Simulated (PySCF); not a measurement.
## Proton affinity of water, site by site

System: water, `O` (H2O). Atom numbers as in the mapped SMILES `[OH2:1]`.

Energies: M06-2X/def2-TZVP (PySCF, density fitting, integration grid level 3) on PBE0-D3(BJ)/def2-SVP structures. Thermal corrections: PBE0-D3(BJ)/def2-SVP frequencies, unscaled, ideal gas at 298.15 K and 1 bar, quasi-RRHO entropy.

```csv
site,product,PA / eV,GB / eV
O1 (water oxygen),[H3O]+,7.19,6.86
```

PA is −ΔH and GB is −ΔG of B + H⁺ → BH⁺ in the gas phase.

Against the Active Thermochemical Tables (version 1.112): O1 689 (computed 693, error 4) kJ/mol.

Measured values (NIST Chemistry WebBook, evaluated or the median of agreeing entries): proton affinity (−ΔH) 691 kJ/mol (computed 693, difference 2); gas-phase basicity (−ΔG) 660 kJ/mol (computed 662, difference 2).

Structures, frequencies and single points took 5.7 s of wall time on 1 thread of Intel Xeon 6975P-C (shared host), launched as `OMP_NUM_THREADS=1 python redox_run.py task.json out`.
